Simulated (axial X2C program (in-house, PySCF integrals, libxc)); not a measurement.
**Ionising AlH**

Calculated with an in-house relativistic program for diatomic molecules, spin-free (one-electron X2C) or two-component (2c: spin–orbit coupling with atomic mean-field Coulomb and Gaunt terms, which also bring small scalar terms), in Dyall basis sets with cores contracted in-house; open shells are unrestricted.

Basis sets: Al dyall-v3z, H dyall-v3z. Frozen shells (counts by l): AlH Al 2s1p, H none, 4 electrons correlated; AlH⁺ Al 2s1p, H none, 3 electrons correlated. Where the outer core of a metal is frozen, bonds come out longer and ionisation energies lower.

| Hamiltonian | level | AlH state | Re (Å) | ωe (cm⁻¹) | De (eV) |
| --- | --- | --- | --- | --- | --- |
| spin-free | HF | M_S = 0, Λ = 0 | 1.651 | 1728.3 | 2.26 |
| spin-free | PBE0 | M_S = 0, Λ = 0 | 1.668 | 1642.5 | 2.97 |
| spin-free | MP2 | M_S = 0, Λ = 0 | 1.651 | 1715.2 | 2.98 |
| 2c | HF | Ω = 0 | 1.651 | 1728.1 | 2.26 |
| 2c | PBE0 | Ω = 0 | 1.668 | 1642.2 | 2.97 |
| 2c | MP2 | Ω = 0 | 1.651 | 1715.0 | 2.98 |

Adiabatic ionisation energy (minimum to minimum, no zero-point term) and constants of AlH⁺:

| Hamiltonian | level | AlH⁺ state | IE (eV) | Re (Å) | ωe (cm⁻¹) | De (eV) | fragments |
| --- | --- | --- | --- | --- | --- | --- | --- |
| spin-free | HF | M_S = 1/2, Λ = 0 | 7.23 | 1.594 | 1760.3 | 0.62 | Al+ + H |
| spin-free | PBE0 | M_S = 1/2, Λ = 0 | 8.12 | 1.622 | 1650.1 | 0.93 | Al+ + H |
| spin-free | MP2 | M_S = 1/2, Λ = 0 | 8.03 | 1.588 | 1839.0 | 0.77 | Al+ + H |
| 2c | HF | Ω = 1/2 | 7.23 | 1.594 | 1759.7 | 0.62 | Al+ + H |
| 2c | PBE0 | Ω = 1/2 | 8.12 | 1.622 | 1649.7 | 0.93 | Al+ + H |
| 2c | MP2 | Ω = 1/2 | 8.03 | 1.589 | 1838.7 | 0.77 | Al+ + H |

Problem. Add the zero-point terms to the ionisation energy at MP2, 2c, and say whether the electron removed was bonding.

Solution. IE0 = IE + (ωe⁺ − ωe)/2 = 8.03 + (0.008) = 8.04 eV. Re changes by -0.062 Å, so the bond shortens, as on loss of an antibonding or a polarising non-bonding electron.

Problem. Close the cycle De(AlH⁺) + IE(AlH) = De(AlH) + IE(Al) to find the atomic ionisation energy at MP2, 2c.

Solution. IE(Al) = 0.77 + 8.03 − 2.98 = 5.82 eV, for the determinants used.

Each entry is the lowest single determinant of a limited PBE0 search at one distance. De goes to single-determinant-based atoms at the same level (for ions the charge split of lowest energy) and is withheld (n/a) where an atom does not fit its ground term or J level. Main or longest-lived isotopes. Some light 2c atoms are not at their ground J level, so De misses part of their lowering (0.04 eV or less). The functionals have no current term, which raises determinants with orbital currents.
